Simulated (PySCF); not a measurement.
Gas-phase reaction: 4 HCN + 2 C4H10 (isobutane) = 2 N2 + 3 C4H8 (isobutene)

Computed with PySCF (xtb for GFN2) and rigid-rotor harmonic-oscillator thermochemistry at 1 bar. The comparison is the NASA 1993 polynomial table, which mixes measured and estimated data. † marks an energy on the PBE0/def2-TZVP geometry and frequencies; other levels use their own. MP2 and CCSD(T) freeze the core. 6-31G* has spherical d functions here. All species are closed-shell singlets. B3LYP is the form with VWN-RPA correlation. MP2 isn't extrapolated to the basis-set limit; its ΔH°(298 K) is -276.9 kJ in def2-SVP and -278.9 kJ in def2-TZVPP. CCSD(T) isn't extrapolated to the basis-set limit. The harmonic model lacks anharmonicity and excited electronic states, which grow with temperature; levels with a mode under 35 cm⁻¹ are left out. Internal rotation in C4H10 (isobutane), C4H8 (isobutene) is treated as a harmonic vibration of one conformer, which makes the entropy rough.

```tsv
level	ΔH°(298 K), kJ	minus table	ΔG°(1800 K), kJ
table	-321.3	-	-54.5
B3LYP/6-31G*	-310.3	11.0	-54.7
B3LYP/def2-TZVP†	-305.2	16.1	-51.0
BLYP/def2-TZVP†	-282.4	38.9	-28.1
CCSD(T)/def2-SVP†	-298.9	22.4	-44.6
GFN2-xTB	-39.1	282.2	178.0
HF/def2-TZVP†	-324.0	-2.7	-69.8
MP2/def2-SVP†	-276.9	44.4	-22.7
PBE/def2-TZVP†	-327.1	-5.8	-72.8
PBE0/def2-TZVP	-346.0	-24.7	-91.8
```
